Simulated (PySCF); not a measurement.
The isolated species silanamine, `N[SiH3]` is ionised with synchrotron light (hν = 900.0 eV). Calculated photoelectron kinetic energies of its computed core levels, recoil neglected:

```tsv
line	kinetic energy (eV)
1	792.91
2	792.29
3	495.13
```

Computed with delta-SCF UKS SCAN, pcX-2 on the ionised atom, pcseg-1 elsewhere, spin-free X2C (PySCF 2.14.0).

**Question.** Which element, shell and site does each line come from? Numbering: `[NH2:1][SiH3:2]`.

**Answer.** Against the vacuum level, binding energy = hν − kinetic energy.

```
line  binding energy (eV)     level  atoms             environment
   1               107.09  Si 2p3/2    Si2            SiH3 silicon
   2               107.71  Si 2p1/2    Si2            SiH3 silicon
   3               404.87      N 1s     N1  silicon-bound nitrogen
```

Out of reach at this photon energy: Si 1s (1846.9 eV).

**Question.** Where does line 1 move with hν = 1000.0 eV?

**Answer.** To 1000.0 − 107.09 = 892.91 eV; every photoline shifts by the change in photon energy, +100.0 eV.

**Question.** Which photon energy gives electrons from Si 2p3/2 of Si2 a kinetic energy of 200 eV, and what is their de Broglie wavelength?

**Answer.** hν = 107.09 + 200 = 307.09 eV, recoil neglected; λ = 12.264 Å/√(E/eV) = 0.87 Å.

Other core shells, valence and Auger electrons aren't listed. 2p3/2 and 2p1/2 are the ΔSCF energy of one spin-free 2p hole plus the eigenvalues of a spin–orbit and ligand-field matrix of the shell. 2p1/2 minus 2p3/2 (ligand field included): Si 0.62 eV. Geometry: PBE0-D3(BJ)/def2-SVP; no solvent, vibrations or thermal averaging.

On one thread of an Arm Neoverse V1, no GPU, on a shared host, this took 5.2 s wall and 0.30 GiB of memory at its peak.
